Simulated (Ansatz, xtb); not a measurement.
Isomers of CH3ClSi in order of energy

5 gas-phase structures of CH3ClSi, found in a search over its isomers (lower ones may exist). Each was relaxed with GFN2-xTB:

A. `C=[SiH]Cl`, a singlet
B. `[SiH]CCl`, a singlet
C. `C[Si]Cl`, a singlet
D. `C[Si]Cl`, a triplet
E. `[SiH2]=CCl`, a singlet

**Question.** Estimate their order in r2SCAN-D4/def2-SVP energy at these geometries, lowest first.

**Answer.** Calculated order at r2SCAN-D4/def2-SVP: C (0.0), A (47.1), D (121.8), E (200.4), B (221.0) kJ/mol.

Energies above the lowest of each column, in kJ/mol; the last columns are at PBE0-D3(BJ)/def2-SVP geometries and were run for some of them only (a dash: not run or not comparable):

```tsv
structure	GFN2-xTB	HF/STO-3G	r2SCAN-D4/def2-SVP	PBE0-D3(BJ)/def2-SVP	CCSD(T)/def2-TZVPP
C	0.0	0.0	0.0	0.0	0.0
A	27.3	223.0	47.1	54.2	46.1
D	–	142.2	121.8	137.7	156.5
E	153.9	361.3	200.4	–	–
B	167.7	240.6	221.0	–	–
```

Every level run on C puts it lowest or level with the lowest. Flexible structures stand in one conformer each, not always the lowest. Frequencies (PBE0-D3(BJ)/def2-SVP) were run for A, C, D alone. GFN2-xTB has no spin polarisation and isn't compared across spin states. Open shells are spin-unrestricted.

Over these structures GFN2-xTB departs from r2SCAN-D4/def2-SVP by 20.0 kJ/mol on average once a common shift is removed. A GFN2-xTB relaxation took about 0.11 s and the r2SCAN-D4/def2-SVP energy about 2.6 s on a shared host (Ansatz 0.2.0, xtb 6.7.1).
